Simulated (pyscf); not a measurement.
Structures and frequencies: ωB97X-D3(BJ)/def2-SVP in PySCF.

SMILES: CC(C)(O[Si](O)(O)O)C
```xyz
21

C     -0.9455    -0.0645     1.2717
C     -1.5236    -0.7829     0.0496
C     -2.1349     0.2170    -0.9334
C     -2.5485    -1.8323     0.4750
O     -0.4871    -1.5056    -0.6340
Si     1.0780    -1.0804    -0.8851
O      1.6441    -2.1198    -2.0392
O      2.0898    -1.2276     0.4153
O      1.1188     0.5199    -1.3071
H     -0.2202     0.7028     0.9605
H     -0.4319    -0.7805     1.9311
H     -1.7467     0.4299     1.8423
H     -2.9564     0.7781    -0.4606
H     -1.3668     0.9266    -1.2740
H     -2.5347    -0.3148    -1.8109
H     -2.9153    -2.3796    -0.4068
H     -2.0864    -2.5567     1.1632
H     -3.4057    -1.3611     0.9805
H      0.9748    -2.4448    -2.6502
H      2.4438    -2.1114     0.5573
H      1.9684     0.9531    -1.1745
```
Charge 0, spin multiplicity 1.

### Question
How much does it cost (ΔH, 298 K, ωB97M-D3(BJ)/def2-TZVP) to split H₃C–C(CH₃)(CH₃)–O–Si(OH)(OH)–OH at its C–O bond into H₃C–C•(CH₃)–CH₃ + •O–Si(OH)(OH)–OH?

### Answer
C–O to H₃C–C•(CH₃)–CH₃ + •O–Si(OH)(OH)–OH: 97.9 kcal/mol. The 7 functionals that were run give +88.5 (r²SCAN) to +100.8 kcal/mol (M06-2X). Other isomers of H₃C–C•(CH₃)–CH₃, •O–Si(OH)(OH)–OH were not searched in full and may lie lower.
